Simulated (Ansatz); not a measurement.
Relaxed structures of CH3OSi (charge +1), singlet (PBE0-D4/def2-TZVP; forces vanish, vibrations not checked; lower isomers may exist, and structures with a doubtful reference or unclear bonds are left out; Å). Ansatz 0.2.0; basis: def2-TZVPP; cores frozen in the correlated methods.

Rank them by CCSD(T) energy, lowest first, and give each one's height above the lowest. Links in brackets join atoms within 1.22 times the sum of their covalent radii (1.1 for two metals). (Judge from chemistry; the value comes from the calculation.)
A.
CH₃OSi ([OH][C][SiH2]), total charge +1
```
6
angstrom
O 1.2016 -1.9947 0.8329
C 0.6258 -1.0037 0.3904
Si -0.1163 0.1273 -0.6698
H -1.5835 0.0558 -0.6474
H 0.7648 1.2517 -1.0133
H 1.3555 -1.9961 1.8069
```
B.
CH₃OSi ([O][C][SiH3]), total charge +1
```
6
angstrom
O 1.0099 -1.8851 0.9835
C 0.5321 -0.9987 0.5186
Si -0.3159 0.5898 -0.3076
H -1.4552 -0.0816 -0.9570
H 0.8080 1.0171 -1.1591
H -0.5790 1.3584 0.9215
```
C.
CH₃OSi ([C][O][SiH3]), total charge +1
```
6
angstrom
O 0.5132 -0.9609 0.5000
C 1.0027 -1.8766 0.9769
Si -0.3198 0.5985 -0.3116
H -1.4434 -0.1017 -0.9458
H 0.8169 0.9995 -1.1495
H -0.5697 1.3411 0.9299
```

By the calculation: B (0.00 kcal/mol), C (18.44 kcal/mol), A (61.01 kcal/mol). Heights count from the lowest.

The T1 diagnostic stays at or below 0.024. The restricted Hartree–Fock reference is unstable towards an unrestricted one at one or more of these structures.

For scale, one of the runs: CCSD(T)/def2-TZVPP, 146 basis functions, launched by `ansatz run in.yaml --threads 2 --pin off --events-out ev --progress --plain --max-ram 4352MiB`. Time: 10 s of wall clock on 2 CPU threads of an Arm Neoverse V1; the host was shared. Peak host memory: 0.85 GiB.
